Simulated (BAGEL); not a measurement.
**C2H2O (ethenone): RI-MP2/pcseg-1 (density fitting with AutoAux, cc-pvtz-ri for correlation, step bohr 0.0005 bohr)**

Aim: the harmonic vibrations of C2H2O (ethenone). 

The results are computed with BAGEL 1.2.2.

2 further runs of the same task are left out: 2 set aside as unsound or not needed.

**1. The structure to begin with**

C2H2O: 5 atoms, total charge 0, spin state singlet. As SMILES, `C=C=O`. Geometry: relaxed at PBE0-D4/def2-TZVP.

Bond lengths: C1–C2 1.307 Å, C2–O3 1.156 Å, C1–H4 1.080 Å, C1–H5 1.080 Å. Angles: C1–C2–O3 180.0°, C2–C1–H4 119.5°, C2–C1–H5 119.5°, H4–C1–H5 121.1°.

**2. The harmonic vibrations at RI-MP2/pcseg-1 (density fitting with AutoAux, cc-pvtz-ri for correlation, step bohr 0.0005 bohr)**

The input, job.json:

```json
{ "bagel" : [

{
  "title" : "molecule",
  "basis" : "pcseg-1.json",
  "df_basis" : "pcseg-1-autoaux.json",
  "angstrom" : true,
  "finite_nucleus" : true,
  "geometry" : [
    { "atom" : "C", "xyz" : [      -0.361800,       0.279000,      -0.270700 ] },
    { "atom" : "C", "xyz" : [       0.535300,      -0.429800,       0.362500 ] },
    { "atom" : "O", "xyz" : [       1.329000,      -1.057000,       0.922700 ] },
    { "atom" : "H", "xyz" : [      -1.204100,      -0.217300,      -0.729100 ] },
    { "atom" : "H", "xyz" : [      -0.248500,       1.351400,      -0.326800 ] }
  ]
},

{
  "title" : "hessian",
  "dx" : 5.0e-4,
  "method" : [
    {
      "title" : "mp2",
      "frozen" : false,
      "aux_basis" : "cc-pvtz-ri"
    }
  ]
}

]}
```

The basis set pcseg-1 is read from a file made from the Basis Set Exchange's data (not shown).

Command:

```console
$ BAGEL_NUM_THREADS=1 BAGEL job.json > job.out
```

**Question.** What will come out? Wanted: lowest harmonic wavenumber; highest harmonic wavenumber; zero-point energy.

Answer, from the run:

At RI-MP2/pcseg-1 (density fitting with AutoAux, cc-pvtz-ri for correlation, step bohr 0.0005 bohr):

```
                   quantity        value
 lowest harmonic wavenumber     374 cm⁻¹
highest harmonic wavenumber    3404 cm⁻¹
          zero-point energy  84.4 kJ/mol
```

**Reading.** All 9 modes are real. The vibrations are taken at a shape not relaxed at this level, so they aren't the harmonic values of a minimum.
